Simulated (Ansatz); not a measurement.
A nudged elastic band was laid between two geometries of C2H7NS (11 atoms, charge 0, multiplicity 1).

Level of theory: RKS CAM-B3LYP-D4/def2-SVP in Ansatz.

```json
{"movable images": "7", "climbing image": "yes", "spring": "5.0 eV/Å²", "optimiser": "quadratic models (default)", "start path": "through a guess of the saddle point", "force threshold": "0.05 eV/Å", "iteration limit": "60", "end points": "relaxed"}
```

Image 0:

```xyz
11
Properties=species:S:1:pos:R:3
C -0.595 1.464 0.112
N -0.463 0.090 0.537
C 0.571 -0.643 -0.136
S 0.734 -2.273 0.678
H -1.421 1.944 0.657
H -0.782 1.593 -0.975
H 0.324 2.023 0.354
H -1.347 -0.410 0.472
H 1.515 -0.083 -0.042
H 0.395 -0.806 -1.220
H 1.133 -2.954 -0.415
```

Image 8:

```xyz
11
Properties=species:S:1:pos:R:3
C -0.806 1.638 -0.191
N -0.535 0.255 0.353
C 0.704 -0.457 -0.078
S 0.958 -2.081 0.698
H -0.536 0.303 1.376
H -0.801 1.504 -1.290
H 0.099 2.217 0.073
H -1.344 -0.330 0.130
H 1.550 0.180 0.207
H 0.678 -0.520 -1.172
H 0.099 -2.766 -0.086
```

Which bonds break or form, and what moves?

Bonds broken: C1–H5. Bonds formed: N2–H5.

Give the energies along the band, and the barrier.

The run converged. The highest image is number 6 of 0 to 8, 3.59 eV above the first end and 0.82 eV above the last; the last end lies 2.77 eV above the first. A structure lower than the first end lies on the path between it and the top, so the climb from that side starts below the end, which may itself be a saddle point or a shallow side well. Neighbouring images differ by up to 1.8 eV, so the band resolves the path poorly. A vibrational analysis at the climbing image gives one clearly imaginary mode, 1523i cm⁻¹: a first-order saddle point. The orbitals stay closed-shell, which can raise the energy where a bond breaks towards radicals; this wasn't checked here.

```csv
image,path coordinate (Å),energy (eV),C1–H5 (Å),N2–H5 (Å)
0,0.00,0.00,1.10,2.09
1,0.56,0.00,1.10,2.09
2,1.11,-0.01,1.10,2.09
3,1.67,0.01,1.10,2.09
4,2.23,0.16,1.09,2.00
5,2.78,1.76,1.12,1.58
6,3.34,3.59,1.44,1.13
7,3.98,2.85,1.98,1.02
8,4.63,2.77,2.08,1.02
```

What is the geometry of the highest image?


```xyz
11
Properties=species:S:1:pos:R:3
C -0.750 1.603 -0.149
N -0.487 0.154 0.376
C 0.760 -0.516 0.034
S 0.890 -2.224 0.633
H -0.771 0.941 1.131
H -1.183 1.568 -1.160
H 0.244 2.071 -0.170
H -1.313 -0.428 0.253
H 1.588 0.038 0.497
H 0.901 -0.468 -1.059
H 0.188 -2.795 -0.367
```

Time of the run: 3.2 min on 2 threads of Intel(R) Xeon(R) Platinum 8488C (Sapphire Rapids), on a shared host, peak memory 0.25 GiB.
